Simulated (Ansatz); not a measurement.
Input for Ansatz (development build ahead of 0.2.0):

```yaml
crystal:
  periodic: [false, false, false]
  atoms:
    - { symbol: "N", position_ang: [0.0, 0.0, 0.42984] }
    - { symbol: F, position_ang: [1.11997, 0.0, -0.11144] }
    - { symbol: F, position_ang: [-0.55998, 0.96992, -0.11144] }
    - { symbol: F, position_ang: [-0.55998, -0.96992, -0.11144] }
basis:
  gaussian: { orbitals: cc-pVDZ }
hamiltonian:
  xc: hf
correlation:
  method: mp2
  frozen_orbitals: { F: 1, "N": 1 }
```

The input is written out in the form of the current development build from the run's settings.

Results

```yaml
Converged: yes
Reference_energy: -352.53466 hartree
Correlation_energy: -0.70596 hartree
Total_energy: -353.24062 hartree
Spin_squared_of_the_determinant: 0.000
```

Caution: no unrestricted run beside it, a lower state can exist.
